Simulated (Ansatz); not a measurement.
## Silver, fcc: convergence with Gaussian smearing

Computed with Ansatz, r²SCAN, scalar-relativistic PAW, on the relaxed cell (a = 4.104 Å; spin not included). Errors count from a run at 500 eV on a Γ-centred 22×22×22 mesh with Fermi-Dirac smearing of 0.1 eV, extrapolated to zero width. Fixed here: cutoff 500 eV, mesh 13×13×13. The SCF starts from atomic densities corrected by a trained network.

| width (eV) | E(σ→0) error (meV/atom) | F error (meV/atom) | P (GPa) | SCF iterations |
| --- | --- | --- | --- | --- |
| 0.01 | 5.2 | 5.2 | -0.19 | 6 |
| 0.03 | 5.3 | 5.2 | -0.21 | 6 |
| 0.1 | 5.2 | 4.0 | -0.14 | 6 |
| 0.2 | 4.5 | 1.1 | -0.04 | 6 |
| 0.3 | 3.9 | -2.8 | 0.00 | 6 |
| 0.6 | 2.0 | -20.9 | 0.13 | 6 |
| 1.0 | 1.1 | -60.9 | 0.38 | 6 |
